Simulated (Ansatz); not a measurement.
**How far each method lies from full CI for PH₃⁺, doublet**

Geometry: a point of a stretch scan, not a stationary point.

```yaml
atoms:
  - { symbol: P, position_ang: [-0.0471, -0.0006, -0.0460] }
  - { symbol: H, position_ang: [2.8986, 0.0311, 0.7669] }
  - { symbol: H, position_ang: [-0.7376, 1.1663, 0.3212] }
  - { symbol: H, position_ang: [-0.7133, -1.1804, 0.3244] }
```

Basis 6-31G; Ansatz 0.2.0. Correlated methods freeze the noble-gas cores, which leaves 7 electrons in 14 orbitals. R marks a restricted (for open shells ROHF) determinant, U an unrestricted one. Active spaces: pair = (3e, 3o) about the gap; valence = (7e, 7o) chosen from the atoms' valence shells.

Full CI is exact within this basis and frozen core; it isn't the basis-set limit. The frozen core follows each run's orbitals, which can shift R against U totals by a few meV.

Unrestricted rows (U) aren't spin-pure: their determinants' ⟨S²⟩ exceeds S(S+1) by up to 0.95, so they mix in states of higher spin.

The R cluster runs have T1 = 0.267 on a determinant 0.37 eV above the lowest RHF solution, too large to trust, so RMP2, RCCSD, RCCSD(T), RCCSDT(Q), RCCSDT aren't compared.

The UHF ⟨S²⟩ is 1.704. The T1 diagnostic (RCCSD) is 0.2671 and the largest doubles amplitude (RCCSD) is 0.456. The T1 diagnostic (UCCSD) is 0.0359.

| level | E − E(full CI) (kJ/mol) | share of correlation (%) | wall time |
| --- | --- | --- | --- |
| UHF | 151.1 | 36.98 | – |
| UMP2 | 55.8 | 76.73 | – |
| UCCSD | 9.8 | 95.90 | – |
| UCCSD(T) | 6.6 | 97.25 | 1.5 s |
| UCCSDT | 0.4 | 99.82 | – |
| UCCSDT(Q) | -0.1 | 100.03 | 3.7 s |
| UCCSDTQ | -0.1 | 100.06 | 20 s |
| CASSCF (pair space) | 143.0 | 40.35 | – |
| NEVPT2 (pair space) | 44.3 | 81.52 | 0.18 s |
| MRCISD (pair space) | 5.2 | 97.83 | – |
| MRCISD+Q (pair space) | -0.3 | 100.11 | 0.3 s |
| CASSCF (valence space) | 40.0 | 83.31 | – |
| NEVPT2 (valence space) | 10.9 | 95.46 | 1.1 s |
| MRCISD (valence space) | 0.9 | 99.61 | – |
| MRCISD+Q (valence space) | 0.5 | 99.77 | 1.6 s |

The correlation energy at full CI, counted from the determinant under the R cluster runs, is -2.485 eV. That run took 1.4 s on 1 thread of Arm Neoverse V1, shared host over 182,260 determinants.

Run but not shown, since their state, orbitals or frozen core can't be matched to the reference's or they repeat it: RHF, RMP2, CISD, RCCSD, RCCSD(T), RCCSDT, CISDTQ, RCCSDT(Q), RCCSDTQ.

Times hold each run's SCF and search for its determinant on a shared host, so for small cases they say little of a method's own cost; they ran on 1 thread of Arm Neoverse V1. Some runs computed forces too.

The full-CI state has the irrep A' of Cs, in the program's axes.

Natural occupations of full CI about the gap: 1.975 1.960 1.475 0.981 0.537 0.030 0.027 0.004 0.003 0.003; effectively unpaired electrons, Σ n²(2−n)², 2.23. No single determinant describes this state well, so single-reference rows can miss without a flag.
